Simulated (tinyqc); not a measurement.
Worked calculation (part 2 of 2): CCSD on RHF in the sto-3g basis, frozen core, for H3O+, spin multiplicity 1. Computed by tinyqc, a small Python program that keeps every step (integrals from PySCF). Command: `OMP_NUM_THREADS=1 python tinyqc.py 23546 23547 out.jsonl` (the two numbers bound the seeds that draw the settings). One thread of a shared host (Intel(R) Xeon(R) Processor @ 2.60GHz), about 0.2 s of CPU time with the checks.

Geometry (angstrom):
```
atom,x,y,z
O,0.000000,0.000000,0.077000
H,1.048000,0.000000,0.000000
H,-0.524000,0.908000,0.000000
H,-0.524000,-0.908000,0.000000
```

## Integrals over molecular orbitals

coefficients C:
```
,MO1,MO2,MO3,MO4,MO5,MO6,MO7,MO8
1O 1s,0.994130,-0.241279,0.000050,0.000000,-0.015275,-0.159862,0.000000,0.000164
1O 2s,0.026335,0.885394,-0.000259,0.000000,0.075394,0.983642,0.000000,-0.001140
1O 2px,0.000003,0.000115,0.695536,0.000000,0.000038,-0.000631,0.000000,-0.902102
1O 2py,0.000000,0.000000,0.000000,0.695535,0.000000,0.000000,0.902043,0.000000
1O 2pz,-0.000622,-0.025689,-0.000034,0.000000,0.996294,-0.096773,0.000000,0.000106
2H 1s,-0.004533,0.101386,0.408849,0.000000,-0.026203,-0.639864,0.000000,0.929598
3H 1s,-0.004530,0.101307,-0.204428,0.354055,-0.026230,-0.641010,-0.804354,-0.463838
4H 1s,-0.004530,0.101307,-0.204428,-0.354055,-0.026230,-0.641010,0.804354,-0.463838
```

core Hamiltonian H = T + V (hartree):
```
,1O 1s,1O 2s,1O 2px,1O 2py,1O 2pz,2H 1s,3H 1s,4H 1s
1O 1s,-33.125667,-7.708611,-0.000013,0.000000,0.002830,-1.417175,-1.415992,-1.415992
1O 2s,-7.708611,-9.743306,-0.000142,0.000000,0.034230,-3.330764,-3.328758,-3.328758
1O 2px,-0.000013,-0.000142,-7.998459,0.000000,0.000011,-2.400565,1.199285,1.199285
1O 2py,0.000000,0.000000,0.000000,-7.998445,0.000000,0.000000,-2.078220,2.078220
1O 2pz,0.002830,0.034230,0.000011,0.000000,-7.850042,0.185061,0.184916,0.184916
2H 1s,-1.417175,-3.330764,-2.400565,0.000000,0.185061,-4.976295,-1.055312,-1.055312
3H 1s,-1.415992,-3.328758,1.199285,-2.078220,0.184916,-1.055312,-4.975030,-1.054312
4H 1s,-1.415992,-3.328758,1.199285,2.078220,0.184916,-1.055312,-1.054312,-4.975030
```

Given earlier and not repeated: Two-electron integrals (ij|kl) in chemists' order.

(pq|rs) = sum C_ip C_jq C_kr C_ls (ij|kl), one index at a time.

one-electron integrals over orbitals h = C^T H C (hartree):
```
,1,2,3,4,5,6,7,8
1,-33.108096,0.572600,-0.000121,0.000000,0.033333,0.360507,0.000000,-0.000364
2,0.572600,-8.085261,0.000063,0.000000,-0.049497,-1.400445,0.000000,0.001640
3,-0.000121,0.000063,-6.899752,0.000000,0.000056,0.001844,0.000000,1.786975
4,0.000000,0.000000,0.000000,-6.899466,0.000000,0.000000,-1.787226,0.000000
5,0.033333,-0.049497,0.000056,0.000000,-7.839784,0.165821,0.000000,-0.000064
6,0.360507,-1.400445,0.001844,0.000000,0.165821,-4.866318,0.000000,-0.000307
7,0.000000,0.000000,0.000000,-1.787226,0.000000,0.000000,-5.549971,0.000000
8,-0.000364,0.001640,1.786975,0.000000,-0.000064,-0.000307,0.000000,-5.550112
```

Two-electron integrals over orbitals (pq|rs), unique and non-zero (hartree); the lowest 1 orbital is frozen and left out:
```
p,q,r,s,(pq|rs)
2,2,2,2,0.717796
3,2,2,2,0.000040
3,2,3,2,0.136578
3,3,2,2,0.647875
3,3,3,2,0.034675
3,3,3,3,0.651468
4,2,4,2,0.136551
4,3,4,2,-0.034721
4,3,4,3,0.041888
4,4,2,2,0.647823
4,4,3,2,-0.034712
4,4,3,3,0.567706
4,4,4,4,0.651436
5,2,2,2,-0.003816
5,2,3,2,-5.83e-08
5,2,3,3,0.001284
5,2,4,4,0.001282
5,2,5,2,0.152030
5,3,2,2,-3.98e-06
5,3,3,2,0.000545
5,3,3,3,-0.001526
5,3,4,4,0.001518
5,3,5,2,-0.000024
5,3,5,3,0.032349
5,4,4,2,0.000543
5,4,4,3,0.001522
5,4,5,4,0.032347
5,5,2,2,0.756095
5,5,3,2,-0.000019
5,5,3,3,0.651216
5,5,4,4,0.651187
5,5,5,2,0.022339
5,5,5,3,-0.000011
5,5,5,5,0.879242
6,2,2,2,0.133935
6,2,3,2,-0.000059
6,2,3,3,0.092872
6,2,4,4,0.092853
6,2,5,2,-0.007022
6,2,5,3,-4.24e-06
6,2,5,5,0.166577
6,2,6,2,0.070223
6,3,2,2,-0.000186
6,3,3,2,-0.014154
6,3,3,3,-0.028074
6,3,4,4,0.027805
6,3,5,2,-0.000007
6,3,5,3,0.002139
6,3,5,5,-0.000207
6,3,6,2,-0.000108
6,3,6,3,0.057563
6,4,4,2,-0.014223
6,4,4,3,0.027953
6,4,5,4,0.002145
6,4,6,4,0.057679
6,5,2,2,-0.020392
6,5,3,2,-0.000008
6,5,3,3,-0.011203
6,5,4,4,-0.011194
6,5,5,2,0.069576
6,5,5,3,-0.000033
6,5,5,5,-0.015749
6,5,6,2,-0.013951
6,5,6,3,0.000015
6,5,6,5,0.038527
6,6,2,2,0.493502
6,6,3,2,-0.000166
6,6,3,3,0.483642
6,6,4,4,0.483802
6,6,5,2,-0.014744
6,6,5,3,0.000010
6,6,5,5,0.493934
6,6,6,2,0.033883
6,6,6,3,0.000067
6,6,6,5,-0.010540
6,6,6,6,0.446170
7,2,4,2,0.053964
7,2,4,3,0.010067
7,2,5,4,0.004192
7,2,6,4,0.036535
7,2,7,2,0.055184
7,3,4,2,0.037747
7,3,4,3,-0.005761
7,3,5,4,-0.001673
7,3,6,4,-0.027815
7,3,7,2,0.000248
7,3,7,3,0.033756
7,4,2,2,0.172151
7,4,3,2,0.037746
7,4,3,3,0.133164
7,4,4,4,0.121642
7,4,5,2,0.008714
7,4,5,3,-0.001675
7,4,5,5,0.196946
7,4,6,2,0.085385
7,4,6,3,-0.027864
7,4,6,5,-0.008418
7,4,6,6,0.037138
7,4,7,4,0.148457
7,5,4,2,0.009080
7,5,4,3,-0.003121
7,5,5,4,0.023216
7,5,6,4,-0.004117
7,5,7,2,0.002823
7,5,7,3,0.003500
7,5,7,5,0.021051
7,6,4,2,0.100651
7,6,4,3,-0.045600
7,6,5,4,-0.003935
7,6,6,4,-0.056199
7,6,7,2,0.007466
7,6,7,3,0.051635
7,6,7,5,0.007990
7,6,7,6,0.126978
7,7,2,2,0.573628
7,7,3,2,-0.030133
7,7,3,3,0.512801
7,7,4,4,0.587951
7,7,5,2,0.001207
7,7,5,3,0.002819
7,7,5,5,0.576994
7,7,6,2,0.068428
7,7,6,3,0.043788
7,7,6,5,-0.006968
7,7,6,6,0.470694
7,7,7,4,0.071351
7,7,7,7,0.570754
8,2,2,2,-0.000173
8,2,3,2,-0.053940
8,2,3,3,0.010000
8,2,4,4,-0.010199
8,2,5,2,1.61e-06
8,2,5,3,-0.004193
8,2,5,5,-0.000190
8,2,6,2,-0.000039
8,2,6,3,-0.036546
8,2,6,5,0.000014
8,2,6,6,-0.000038
8,2,7,4,-0.000343
8,2,7,7,-0.020020
8,2,8,2,0.055183
8,3,2,2,-0.172096
8,3,3,2,0.037816
8,3,3,3,-0.121609
8,3,4,4,-0.133162
8,3,5,2,-0.008713
8,3,5,3,-0.001667
8,3,5,5,-0.196920
8,3,6,2,-0.085390
8,3,6,3,-0.027680
8,3,6,5,0.008408
8,3,6,6,-0.037312
8,3,7,4,-0.082829
8,3,7,7,-0.106116
8,3,8,2,-0.000131
8,3,8,3,0.148505
8,4,4,2,-0.037763
8,4,4,3,0.005744
8,4,5,4,0.001670
8,4,6,4,0.027765
8,4,7,2,-0.000294
8,4,7,3,-0.031816
8,4,7,5,-0.003499
8,4,7,6,-0.051605
8,4,8,4,0.033720
8,5,2,2,0.000007
8,5,3,2,-0.009079
8,5,3,3,-0.003110
8,5,4,4,0.003122
8,5,5,2,-0.000073
8,5,5,3,-0.023215
8,5,5,5,2.18e-06
8,5,6,2,0.000012
8,5,6,3,0.004107
8,5,6,5,-0.000021
8,5,6,6,0.000022
8,5,7,4,-0.003497
8,5,7,7,0.003592
8,5,8,2,0.002822
8,5,8,3,-0.003507
8,5,8,5,0.021050
8,6,2,2,-0.000006
8,6,3,2,-0.100605
8,6,3,3,-0.045465
8,6,4,4,0.045543
8,6,5,2,0.000011
8,6,5,3,0.003925
8,6,5,5,0.000027
8,6,6,2,0.000028
8,6,6,3,0.056006
8,6,6,5,0.000015
8,6,6,6,0.000239
8,6,7,4,-0.051578
8,6,7,7,0.061413
8,6,8,2,0.007478
8,6,8,3,-0.051690
8,6,8,5,0.007978
8,6,8,6,0.126732
8,7,4,2,0.030036
8,7,4,3,-0.037549
8,7,5,4,-0.002821
8,7,6,4,-0.043878
8,7,7,2,-0.019937
8,7,7,3,0.017330
8,7,7,5,0.003585
8,7,7,6,0.061376
8,7,8,4,-0.017295
8,7,8,7,0.048244
8,8,2,2,0.573679
8,8,3,2,0.030321
8,8,3,3,0.588067
8,8,4,4,0.512727
8,8,5,2,0.001208
8,8,5,3,-0.002830
8,8,5,5,0.577022
8,8,6,2,0.068455
8,8,6,3,-0.044070
8,8,6,5,-0.006979
8,8,6,6,0.470476
8,8,7,4,0.106196
8,8,7,7,0.473979
8,8,8,2,0.019839
8,8,8,3,-0.071210
8,8,8,5,-0.003602
8,8,8,6,-0.061591
8,8,8,8,0.571005
```

## CCSD: starting amplitudes

orbital energies (hartree): MO1 -20.801878, MO2 -1.701392, MO3 -1.038828, MO4 -1.038791, MO5 -0.859536, MO6 0.025939, MO7 0.244866, MO8 0.245036

t_ij^ab = <ij||ab> / (e_i + e_j - e_a - e_b), whose energy is MP2.

Starting amplitudes (spin orbitals 1a, 1b, ...; amplitudes related by a flip of all spins are not repeated; the 24 largest):
```
from,to,t
3a 3b,8a 8b,-0.057835
4a 4b,7a 7b,-0.057826
3a 4b,7b 8a,-0.032260
2a 4b,6a 7b,-0.028358
2a 3b,6a 8b,0.028358
4a 4b,6a 6b,-0.027086
3a 3b,6a 6b,-0.027031
5a 5b,6a 6b,-0.021755
2a 2b,6a 6b,-0.020327
3a 4a,7a 8a,-0.019868
2a 4a,6a 7a,-0.016224
2a 3a,6a 8a,0.016221
2a 2b,7a 7b,-0.014177
2a 2b,8a 8b,-0.014175
3a 3b,7a 7b,-0.013148
4a 4b,8a 8b,-0.013132
3a 4b,7a 8b,0.012392
2a 3b,6b 8a,-0.012137
2a 4b,6b 7a,0.012134
3a 4b,6a 7b,0.011865
3a 4b,6b 7a,-0.011844
4a 4b,6a 8b,-0.011822
3a 3b,6a 8b,0.011786
5a 5b,7a 7b,-0.009531
```

correlation energy = -0.05122391 hartree

## CCSD: amplitude update 1

t_i^a D_i^a and t_ij^ab D_ij^ab are set to the remaining terms of the spin-orbital equations, evaluated with the old amplitudes; for the doubles these are <ij||ab> + 1/2 <ab||ef> t_ij^ef + 1/2 <mn||ij> t_mn^ab + P(ij)P(ab) <mb||ej> t_im^ae + terms in t^2 + terms with t1, D the orbital-energy denominators.

Amplitudes after update 1 (spin orbitals 1a, 1b, ...; amplitudes related by a flip of all spins are not repeated; the 24 largest):
```
from,to,t
3a 3b,8a 8b,-0.071687
4a 4b,7a 7b,-0.071673
3a 4b,7b 8a,-0.037494
4a 4b,6a 6b,-0.034921
3a 3b,6a 6b,-0.034845
2a 4b,6a 7b,-0.034053
2a 3b,6a 8b,0.034051
5a 5b,6a 6b,-0.024652
2a 2b,6a 6b,-0.020561
3a 4b,7a 8b,0.018792
3a 4a,7a 8a,-0.018702
2a 3b,6b 8a,-0.017855
2a 4b,6b 7a,0.017853
2a 4a,6a 7a,-0.016200
2a 3a,6a 8a,0.016196
3a 4b,6a 7b,0.016178
3a 4b,6b 7a,-0.016159
4a 4b,6a 8b,-0.016125
3a 3b,6a 8b,0.016082
2a 2b,7a 7b,-0.015828
2a 2b,8a 8b,-0.015827
3a 3b,7a 7b,-0.015353
4a 4b,8a 8b,-0.015332
5a 5b,7a 7b,-0.009536
```

correlation energy = -0.06160983 hartree

## CCSD: amplitude update 2

As before.

Amplitudes after update 2 (spin orbitals 1a, 1b, ...; amplitudes related by a flip of all spins are not repeated; the 24 largest):
```
from,to,t
3a 3b,8a 8b,-0.076295
4a 4b,7a 7b,-0.076280
3a 4b,7b 8a,-0.038725
4a 4b,6a 6b,-0.037902
3a 3b,6a 6b,-0.037819
2a 4b,6a 7b,-0.035664
2a 3b,6a 8b,0.035661
5a 5b,6a 6b,-0.025729
3a 4b,7a 8b,0.021776
2a 2b,6a 6b,-0.020962
2a 3b,6b 8a,-0.020128
2a 4b,6b 7a,0.020127
3a 4b,6a 7b,0.017668
3a 4b,6b 7a,-0.017650
4a 4b,6a 8b,-0.017611
3a 3b,6a 8b,0.017566
3a 4a,7a 8a,-0.016950
2a 2b,7a 7b,-0.016322
2a 2b,8a 8b,-0.016320
3a 3b,7a 7b,-0.015743
4a 4b,8a 8b,-0.015719
2a 4a,6a 7a,-0.015536
2a 3a,6a 8a,0.015533
4a,7a,-0.009804
```

correlation energy = -0.06475435 hartree

## CCSD: convergence

E_corr = 1/4 sum <ij||ab> t_ij^ab + 1/2 sum <ij||ab> t_i^a t_j^b; stop when the norm of the change is below 1e-8.

Course of the amplitude iterations:
```
update,correlation energy (hartree),norm of the change
0,-0.05122391,-
1,-0.06160983,6.88e-02
2,-0.06475435,2.49e-02
3,-0.06649214,9.72e-03
4,-0.06648164,1.18e-03
5,-0.06649002,3.74e-04
6,-0.06648928,8.59e-05
7,-0.06648946,1.27e-05
8,-0.06648941,1.85e-06
9,-0.06648940,3.56e-07
10,-0.06648940,7.38e-08
11,-0.06648940,8.37e-09
```

Converged amplitudes (spin orbitals 1a, 1b, ...; amplitudes related by a flip of all spins are not repeated; the 24 largest):
```
from,to,t
3a 3b,8a 8b,-0.079182
4a 4b,7a 7b,-0.079167
4a 4b,6a 6b,-0.039458
3a 4b,7b 8a,-0.039376
3a 3b,6a 6b,-0.039372
2a 4b,6a 7b,-0.036496
2a 3b,6a 8b,0.036492
5a 5b,6a 6b,-0.026441
3a 4b,7a 8b,0.024152
2a 4b,6b 7a,0.021659
2a 3b,6b 8a,-0.021659
2a 2b,6a 6b,-0.021519
3a 4b,6a 7b,0.018328
3a 4b,6b 7a,-0.018313
4a 4b,6a 8b,-0.018269
3a 3b,6a 8b,0.018221
2a 2b,7a 7b,-0.016542
2a 2b,8a 8b,-0.016541
3a 3b,7a 7b,-0.015603
4a 4b,8a 8b,-0.015577
3a 4a,7a 8a,-0.015224
2a 4a,6a 7a,-0.014837
2a 3a,6a 8a,0.014833
4a,7a,-0.010730
```

CCSD total energy = -75.38158618 hartree

T1 diagnostic, norm of the one-spin t1 over sqrt(correlated electrons) = 0.007000

Converged in 11 updates, with DIIS from the third.
